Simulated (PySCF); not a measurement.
Sulfur monoxide, SO (triplet state).
Z-matrix (Å and degrees, PBE0-D3(BJ)/def2-SVP geometry), rows numbered from 1:
```
O 
S   1  1.5019
```

As a line formula: sulfur monoxide (`O=S`) [triplet].

Theory: PySCF 2.14.0, UKS B3LYP, IGLO-III on O S, non-relativistic, mean-field spin-orbit, GIAO. Isolated species at its PBE0-D3(BJ)/def2-SVP geometry, gas phase.

(1) Break the g tensor into its mass correction, gauge correction and orbital-Zeeman/spin–orbit terms.

(2) How much does each term add to the isotropic shift?

(3) At 9.471 GHz, how far is the centre of the isotropic spectrum from where a free electron (g = 2.002319) resonates, zero-field splitting left aside?

(4) What are the electron Larmor frequencies g μB B/h along the three axes at 1200 mT?

Answers

(1) 
```
                    Δg (ppm)     1     2     3
relativistic mass correction  -282  -282  -282
            gauge correction    60    13    13
   orbital Zeeman/spin–orbit     0  4647  4647
                       total  -222  4378  4378
```

So g = 2.00210, 2.00670, 2.00670 and g_iso = 2.00516; the tensor is axial. Axes: g1 lies along the molecular axis. With S = 1 there is also a zero-field splitting, D = +9.42 cm⁻¹, to set against the quantum of 0.317 cm⁻¹ at 9.5 GHz.

(2) The orbital-Zeeman/spin–orbit term 3098, the mass correction -282 and the gauge correction 29 ppm, for a total of 2845 ppm. The orbital-Zeeman/spin–orbit term is the largest in size. The mass correction is the same along every axis, so the anisotropy comes from the other two: their spans along these axes are 48 (gauge) and 4647 ppm (orbital Zeeman/spin–orbit).

(3) B = hν/(g μB) with μB/h = 13.99624 MHz/mT gives 337.95 mT for the free electron and 337.47 mT at g_iso, 0.48 mT lower.

(4) 33.6262, 33.7035, 33.7035 GHz for g1, g2 and g3, a range of 77.2 MHz.

The Mulliken spin populations are largest on S2 (+1.33) and O1 (+0.67).

The HOMO–LUMO gaps are 7.36 eV among the α and 7.04 eV among the β orbitals.

On one thread, x86-64 server, no GPU, shared host, this took 3.7 s of wall time.
